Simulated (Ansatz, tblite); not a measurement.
# BH2Et (C2H7B): rung by rung

How do method and basis change the picture of BH2Et (C2H7B) (singlet)?

The runs use Ansatz 0.2.0, Gaussian basis; level and basis change from run to run.

Levels to be run: GFN1-xTB, GFN2-xTB, PBE-D4/def2-TZVP, r2SCAN-D4/def2-TZVP, ωB97M-V/def2-TZVP, HSE06-D4/def2-TZVP, HF/def2-TZVP, PBE-D4/def2-SVP, PBE0-D4/def2-SVP, HF/STO-3G, CCSD(T)/def2-TZVPP, MP2/def2-TZVP.

## (1) The structure

The singlet was relaxed beforehand with PBE-D4/def2-TZVP.

10 atoms, charge 0, spin multiplicity 1.

Bond lengths: B1–C2 1.555 Å, B1–H4 1.206 Å, B1–H5 1.206 Å, C2–C3 1.559 Å, C2–H6 1.100 Å, C2–H7 1.101 Å, C3–H8 1.099 Å, C3–H9 1.100 Å, C3–H10 1.100 Å. Angles: C2–B1–H4 120.7°, C2–B1–H5 120.7°, H4–B1–H5 118.3°, B1–C2–C3 102.9°, B1–C2–H6 114.0°, B1–C2–H7 114.0°, C3–C2–H6 108.5°, C3–C2–H7 108.5°, H6–C2–H7 108.6°, C2–C3–H8 110.2°, C2–C3–H9 111.9°, C2–C3–H10 111.8°, H8–C3–H9 107.5°, H8–C3–H10 107.5°, H9–C3–H10 107.7°.

PBE0-D4/def2-TZVP was run before; its log isn't repeated, and its numbers join the tables.

## (2) GFN1-xTB

Tight binding, by tblite at 300 K electronic temperature and without a spin-polarisation term:

```python
tblite.interface.Calculator('GFN1-xTB', numbers, positions, charge=0, uhf=0).singlepoint()
```

Energy -254.9030 eV, HOMO -12.23 eV, LUMO -7.49 eV; 0.003 s.

## (3) GFN2-xTB

Tight binding, by tblite at 300 K electronic temperature and without a spin-polarisation term:

```python
tblite.interface.Calculator('GFN2-xTB', numbers, positions, charge=0, uhf=0).singlepoint()
```

Energy -246.5052 eV, HOMO -11.11 eV, LUMO -6.82 eV; 0.002 s.

## (4) PBE-D4/def2-TZVP

start.molden holds the orbitals of an earlier run on this state, given as this run's starting guess.

Input file in.yaml:

```yaml
crystal:
  periodic: [false, false, false]
  atoms:
    - {symbol: B, position_ang: [0.599331, 1.123533, 0.538729]}
    - {symbol: C, position_ang: [-0.180237, -0.216307, 0.666867]}
    - {symbol: C, position_ang: [-0.321964, -0.679880, -0.814665]}
    - {symbol: H, position_ang: [1.804406, 1.132859, 0.506281]}
    - {symbol: H, position_ang: [0.014632, 2.161770, 0.355638]}
    - {symbol: H, position_ang: [-1.187476, -0.109023, 1.096789]}
    - {symbol: H, position_ang: [0.358182, -0.996433, 1.226010]}
    - {symbol: H, position_ang: [-0.870989, -1.631150, -0.864372]}
    - {symbol: H, position_ang: [-0.873966, 0.052650, -1.422305]}
    - {symbol: H, position_ang: [0.658080, -0.838019, -1.288962]}
basis:
  gaussian: {orbitals: def2-TZVP, initial_orbitals: start.molden}
hamiltonian: {xc: pbe, dispersion: d4}
scf: {omitted_lower_state_checks: [starts]}
output: {forces: true, orbitals: {seedname: orbitals}}
```

Run with:

```console
$ ansatz run in.yaml --threads 2 --pin off --events-out ev --progress --plain --max-ram 4352MiB
```

The runs that follow: r2SCAN-D4/def2-TZVP; ωB97M-V/def2-TZVP; HSE06-D4/def2-TZVP; HF/def2-TZVP; PBE-D4/def2-SVP; PBE0-D4/def2-SVP; HF/STO-3G; CCSD(T)/def2-TZVPP; MP2/def2-TZVP.

**Question.** What will the summary of the whole plan be? Wanted: gap in def2-TZVP, functionals and Hartree-Fock, smallest and largest; correlation energy, CCSD(T)/def2-TZVPP; correlation energy, MP2/def2-TZVP; binding an atom, CCSD(T)/def2-TZVPP; PBE0 total energy, smallest basis above largest.

As calculated:

| quantity | value |
| --- | --- |
| gap in def2-TZVP, functionals and Hartree-Fock, smallest and largest | 5.16 eV (PBE-D4), 14.30 eV (HF) |
| correlation energy, CCSD(T)/def2-TZVPP | -14.20 eV |
| correlation energy, MP2/def2-TZVP | -12.07 eV |
| binding an atom, CCSD(T)/def2-TZVPP | 3.738 eV |
| PBE0 total energy, smallest basis above largest | 3.06 eV (def2-SVP, def2-TZVP) |

What this shows: Over the functionals and Hartree-Fock in def2-TZVP the gap runs from 5.16 eV (PBE-D4) to 14.30 eV (HF); exact exchange widens it. A small miss in a minimal or small basis is a cancelling of errors, not accuracy. The functionals in def2-TZVP miss CCSD(T)/def2-TZVPP by +0.084 (ωB97M-V) to +0.117 eV (PBE-D4) an atom. The reference is CCSD(T) in one finite basis, so it carries an error of its own, often a tenth of an eV or more, and near misses can't be ranked.
